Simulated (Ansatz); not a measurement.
Elastic constant C12 (GPa) of solids drawn from the class of elemental solids other than molecular ones, at two levels: PBE in Ansatz (plane waves, PAW), and r²SCAN+rVV10 (Ansatz, a first-principles code, plane waves, PAW).

```json
[
 {"solid": "hcp Zn", "PBE": "39.0", "r²SCAN+rVV10": "47.5", "shift (%)": "+22"},
 {"solid": "hcp Zr", "PBE": "65.0", "r²SCAN+rVV10": "66.5", "shift (%)": "+2.3"},
 {"solid": "hcp Ru", "PBE": "181", "r²SCAN+rVV10": "204", "shift (%)": "+12.7"},
 {"solid": "hcp Ti", "PBE": "82.7", "r²SCAN+rVV10": "91.3", "shift (%)": "+10.4"},
 {"solid": "hcp Mg", "PBE": "24.2", "r²SCAN+rVV10": "26.3", "shift (%)": "+8.7"},
 {"solid": "body-centred tetragonal In", "PBE": "24.1", "r²SCAN+rVV10": "31.1", "shift (%)": "+29"},
 {"solid": "hcp Hf", "PBE": "69.5", "r²SCAN+rVV10": "73.8", "shift (%)": "+6.2"},
 {"solid": "fcc Al", "PBE": "64.6", "r²SCAN+rVV10": "73.9", "shift (%)": "+14.4"},
 {"solid": "fcc Cu", "PBE": "123", "r²SCAN+rVV10": "150", "shift (%)": "+22"},
 {"solid": "diamond-structure Si", "PBE": "56.7", "r²SCAN+rVV10": "63.5", "shift (%)": "+12.0"}
]
```

The shifts run from +2.3 % to +29 %, with a median of +12.4 %.

Of 10 rows, r²SCAN+rVV10 is the larger in 10 and the smaller in 0.

Ansatz's runs of these crystals have no spin polarisation. Meta-GGAs and exact exchange favour moments, which can bear on hcp Ti.

Spin–orbit coupling is left out, also for the solids with elements from indium on (body-centred tetragonal In, hcp Hf); its size isn't shown.

Each level is taken at its own relaxed cell. Ansatz's density-functional and Hartree–Fock values are scalar-relativistic unless marked +SOC, with PAW data made under PBE.
